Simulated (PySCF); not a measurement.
Theory: delta-SCF UKS SCAN, pcX-2 on the ionised atom, pcseg-1 elsewhere, spin-free X2C (PySCF 2.14.0). Geometries: GFN2-xTB; isolated species, one conformer each. Values against the vacuum level.

(1) Rank by computed C 1s binding energy, lowest first.
A. Carbon in `c1pcpcp1`
B. C1 in `[CH3:1][CH2:2][Si@@H:3]([NH2:4])[OH:5]`
C. C3 in `[CH3:1][O:2][CH2:3][O:4][CH2:5][F:6]`
D. C1 in `[CH3:1][O:2][Si@H:3]([CH3:4])[NH2:5]`
E. C3 in `[CH:1]#[C:2][CH:3]=[O:4]`

(2) Order these sites by rising O 1s binding energy.
A. Oxygen in `N[SiH2]CCO`
B. O2 in `[CH3:1][O:2][CH2:3][O:4][CH2:5][F:6]`
C. Oxygen in `CO[Si@H](C)N`
D. Oxygen in `CC[Si@@H](N)O`

Answers

(1) A (290.17 eV), B (290.43 eV), D (292.30 eV), C (293.81 eV), E (294.46 eV).

From the lowest up, the atoms are bonded to: H and 2 P (aromatic in the SMILES) (290.17); C and 3 H (290.43); O and 3 H (292.30); 2 O and 2 H (293.81); O (double bond), C and H (294.46).

(2) C (537.78 eV), D (538.33 eV), A (538.58 eV), B (538.88 eV).

From the lowest up, the atoms are bonded to: C and Si (537.78); H and Si (538.33); C and H (538.58); 2 C (538.88).

1 of these hole states is spin-contaminated (⟨S²⟩ 0.89, against 0.75; counted from 0.85) and less certain.
